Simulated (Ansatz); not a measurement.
## Nudged elastic band run: BH2O

input.yaml

```yaml
crystal:
  periodic: [false, false, false]
  atoms:
    - { symbol: B, position_ang: [-0.010987, -0.007023, -0.02179] }
    - { symbol: O, position_ang: [1.0528, -0.350847, 0.692026] }
    - { symbol: H, position_ang: [-1.049587, -0.570086, 0.137708] }
    - { symbol: H, position_ang: [0.063274, 0.867656, -0.828144] }
magnetization:
  spin_polarized: true
  initial_magnetization: 1
basis:
  gaussian: { orbitals: STO-3G }
hamiltonian:
  xc: blyp
neb:
  order_check: false
  images: 9
  f_tol: 0.05
  max_iterations: 60
  final_atoms:
    - { symbol: B, position_ang: [-0.60940452, -0.12623664, -0.1251767] }
    - { symbol: O, position_ang: [0.7077003, 0.14797783, 0.09141484] }
    - { symbol: H, position_ang: [-1.07430254, -0.99871974, 0.53701697] }
    - { symbol: H, position_ang: [1.03150677, 0.91667855, -0.52345511] }
  initial_path:
    images:
      - { positions_ang: [[-0.010987, -0.007023, -0.02179], [1.0528, -0.350847, 0.692026], [-1.049587, -0.570086, 0.137708], [0.063274, 0.867656, -0.828144]] }
      - { positions_ang: [[-0.0711088, -0.01463186, -0.04580901], [1.0407952, -0.28419287, 0.62710868], [-1.08014212, -0.6101849, 0.16806832], [0.16595572, 0.84870963, -0.76956799]] }
      - { positions_ang: [[-0.13123061, -0.02224071, -0.06982803], [1.0287904, -0.21753875, 0.56219137], [-1.11069723, -0.65028381, 0.19842864], [0.26863744, 0.82976327, -0.71099198]] }
      - { positions_ang: [[-0.19135241, -0.02984957, -0.09384704], [1.0167856, -0.15088462, 0.49727405], [-1.14125235, -0.69038271, 0.22878896], [0.37131916, 0.8108169, -0.65241597]] }
      - { positions_ang: [[-0.25147421, -0.03745843, -0.11786605], [1.0047808, -0.0842305, 0.43235673], [-1.17180747, -0.73048161, 0.25914928], [0.47400088, 0.79187054, -0.59383996]] }
      - { positions_ang: [[-0.31159602, -0.04506729, -0.14188507], [0.992776, -0.01757637, 0.36743942], [-1.20236258, -0.77058052, 0.2895096], [0.5766826, 0.77292417, -0.53526395]] }
      - { positions_ang: [[-0.37115772, -0.06130116, -0.13854339], [0.93576086, 0.01553447, 0.3122345], [-1.17675057, -0.81620836, 0.33901108], [0.66764743, 0.80167505, -0.53290218]] }
      - { positions_ang: [[-0.43071942, -0.07753503, -0.13520172], [0.87874572, 0.04864531, 0.25702959], [-1.15113857, -0.86183621, 0.38851255], [0.75861227, 0.83042592, -0.53054042]] }
      - { positions_ang: [[-0.49028112, -0.0937689, -0.13186005], [0.82173058, 0.08175615, 0.20182467], [-1.12552656, -0.90746405, 0.43801402], [0.8495771, 0.8591768, -0.52817865]] }
      - { positions_ang: [[-0.54984282, -0.11000277, -0.12851838], [0.76471544, 0.11486699, 0.14661976], [-1.09991455, -0.9530919, 0.4875155], [0.94054194, 0.88792767, -0.52581688]] }
      - { positions_ang: [[-0.60940452, -0.12623664, -0.1251767], [0.7077003, 0.14797783, 0.09141484], [-1.07430254, -0.99871974, 0.53701697], [1.03150677, 0.91667855, -0.52345511]] }
```

Launched with:

```bash
$ ansatz run input.yaml --threads 1 --pin off --max-ram 2048MiB --backend cpu --events-out ev --progress --plain --runs-dir out
```

Output, in part (warnings, iteration lines, the closing report on the highest movable image, with atoms numbered from 0):

```
NEB end point (image 0): max|allowed force component| = 4.130e-3 eV/Å (the criterion of neb.relax_end_points is 1.000e-2)
NEB end point (image 10): max|allowed force component| = 1.051e-2 eV/Å (the criterion of neb.relax_end_points is 1.000e-2)
NEB iter   1: max|band force component| = 2.168e0 eV/Å  barrier→ = 2.7414 eV  barrier← = 1.1769 eV  Δτ_max = 0.0559 Å  (238 SCF iters)
NEB iter   2: max|band force component| = 1.038e0 eV/Å  barrier→ = 2.7040 eV  barrier← = 1.1395 eV  Δτ_max = 0.0425 Å  (230 SCF iters)
NEB iter   3: max|band force component| = 4.526e-1 eV/Å  barrier→ = 2.7004 eV  barrier← = 1.1359 eV  CI = image 6  Δτ_max = 0.0299 Å  (228 SCF iters)
NEB iter   4: max|band force component| = 1.355e-1 eV/Å  barrier→ = 2.7070 eV  barrier← = 1.1425 eV  CI = image 6  Δτ_max = 0.0025 Å  (214 SCF iters)
NEB iter   5: max|band force component| = 4.987e-2 eV/Å  barrier→ = 2.7070 eV  barrier← = 1.1425 eV  CI = image 6  Δτ_max = 0.0000 Å  (378 SCF iters)
Total energy: -2714.69189909 eV, -99.7630872072 hartree
Atom 0 at    -0.345914    -0.081238    -0.079705 Å, force    -0.021510     0.004556     0.001689 eV/Å
Atom 1 at     0.963273     0.024891     0.311164 Å, force     0.011673    -0.002484     0.006553 eV/Å
Atom 2 at    -1.206398    -0.805975     0.302003 Å, force     0.009357    -0.000101    -0.004048 eV/Å
Atom 3 at     0.644539     0.802023    -0.553661 Å, force     0.000480    -0.001972    -0.004194 eV/Å
Dipole moment:     0.037338     0.141633    -0.122077 e Å
```

It converged. A vibrational analysis at the climbing image gives one clearly imaginary mode, 2022i cm⁻¹: a first-order saddle point. Limits of this set-up: minimal basis.

Final band (atoms are numbered from 1 in the order of the input):

```tsv
image	path coordinate (Å)	energy (kcal/mol)	B1–H4 (Å)	O2–H4 (Å)
0	0.00	0.0	1.19	2.19
1	0.16	2.1	1.20	2.04
2	0.33	8.5	1.21	1.88
3	0.49	19.5	1.24	1.72
4	0.65	35.3	1.28	1.55
5	0.82	53.4	1.33	1.38
6	0.98	62.4	1.41	1.21
7	1.15	55.5	1.55	1.08
8	1.32	45.5	1.70	1.04
9	1.49	38.5	1.85	1.03
10	1.67	36.1	1.98	1.04
```

Time of the run: 47 s on 1 thread of Intel(R) Xeon(R) Processor @ 2.50GHz (Skylake/Cascade Lake), with other jobs on the host, peak memory 0.093 GiB.
